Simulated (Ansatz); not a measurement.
A nudged elastic band was laid between two geometries of BH$_{4}$N (6 atoms, charge 0, multiplicity 1).

These are results of RKS B3LYP/def2-TZVP (Ansatz), not measurements.

```
movable images  : 5
climbing image  : yes
spring          : 5.0 eV/Å²
optimiser       : quadratic models (default)
start path      : through a guess of the saddle point
force threshold : 0.2 eV/Å
iteration limit : 60
end points      : relaxed
```

Image 0:

```xyz
6
Properties=species:S:1:pos:R:3
B -0.134 -0.681 -0.025
N 0.151 0.677 0.010
H 0.224 -1.371 0.880
H -0.729 -1.124 -0.959
H -0.119 1.318 -0.718
H 0.649 1.118 0.765
```

Image 6:

```xyz
6
Properties=species:S:1:pos:R:3
B 0.102 -1.291 0.082
N -0.213 0.334 -0.194
H 0.900 -1.156 1.001
H -1.060 0.438 -0.740
H 0.561 0.630 -0.799
H -0.247 0.980 0.605
```

Q: Which bonds break or form, and what moves?

A: Bonds broken: B1–H4. Bonds formed: N2–H4.

Q: What energy profile does the band end with?

A: The run converged. The highest image is number 3 of 0 to 6, 113.0 kcal/mol above the first end and 9.5 kcal/mol above the last; the last end lies 103.5 kcal/mol above the first. The threshold of 0.2 eV/Å is loose, so the images may lie well off the minimum-energy path. Beside the main top the profile has a ripple of under 15 meV (maxima at images 3, 5), which may be a very shallow well or noise. Neighbouring images differ by up to 2.2 eV, so the band resolves the path poorly. Another band between the same ends (5 images) ends at a top of the same energy, where a vibrational analysis finds 1 clearly imaginary mode. The orbitals stay closed-shell, which can raise the energy where a bond breaks towards radicals; this wasn't checked here.

```
image  path coordinate (Å)  energy (kcal/mol)  B1–H4 (Å)  N2–H4 (Å)
    0                 0.00                0.0       1.19       2.23
    1                 0.55               11.9       1.18       2.03
    2                 1.10               61.8       1.23       1.65
    3                 1.65              113.0       1.53       1.16
    4                 2.15              103.6       2.08       1.03
    5                 2.66              103.8       2.18       1.02
    6                 3.16              103.5       2.24       1.01
```

Q: What is the geometry of the highest image?

A: 
```xyz
6
Properties=species:S:1:pos:R:3
B 0.314 -1.033 -0.174
N 0.005 0.458 -0.103
H 0.438 -1.413 0.962
H -0.882 -0.150 -0.542
H 0.181 1.014 -0.930
H -0.014 1.060 0.741
```

The band took 13 iterations and roughly 80 core-seconds.

Time of the run: 44 s on 2 threads of Intel(R) Xeon(R) Platinum 8375C CPU @ 2.90GHz (Ice Lake), on a shared host, peak memory 0.14 GiB.
